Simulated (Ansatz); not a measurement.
Relaxed structures of CH$_{3}$OS, doublet (PBE0-D4/def2-TZVP; forces vanish, vibrations not checked; lower isomers may exist, and structures with a doubtful reference or unclear bonds are left out; Å). Program: Ansatz 0.2.0. Basis: def2-TZVPP. Cores are frozen in the correlated methods; orbitals are unrestricted.

Q: Rank them by CCSD(T) energy, lowest first, and give each one's height above the lowest. Links in brackets join atoms within 1.22 times the sum of their covalent radii (1.1 for two metals). (To be estimated.)
A.
CH₃OS ([O][CH2][SH])
```
6
angstrom
O 0.5022 0.2427 -1.2852
C -0.0279 -0.4657 -0.2806
S -0.7262 0.9250 0.6957
H 0.6829 -1.0262 0.3385
H -0.8976 -1.0846 -0.5467
H 0.4665 1.4088 1.0783
```
B.
a complex of CH₂OS ([O][CH][SH]) + H
```
6
angstrom
O 0.8732 -0.2405 -1.0882
C -0.0808 -0.0214 -0.4046
S -0.1653 1.1452 0.9208
H -3.4620 -0.1240 1.0800
H -1.0503 -0.5387 -0.5254
H 1.1075 1.5569 0.7849
```
C.
CH₃OS ([OH][CH][SH])
```
6
angstrom
O 0.7970 0.1694 -1.2486
C -0.0804 -0.2656 -0.3017
S -0.7861 0.9176 0.7331
H 1.0826 -0.5839 -1.7750
H -0.6958 -1.1305 -0.5292
H 0.3638 1.4223 1.2240
```

A: By the calculation: C (0.0 kJ/mol), A (43.4 kJ/mol), B (110.3 kJ/mol). Heights count from the lowest.

No T1 diagnostic of these runs exceeds 0.028. ⟨S²⟩ of the unrestricted Hartree–Fock references: 0.75 to 0.77 (a pure state has 0.75).

For scale, one of the runs: CCSD(T)/def2-TZVPP, 146 basis functions, launched by `ansatz run in.yaml --threads 2 --pin off --events-out ev --progress --plain --max-ram 4352MiB`. The run took 59 s on 2 CPU threads of an Arm Neoverse V2 (shared host), with 2.1 GiB of host memory at its peak.
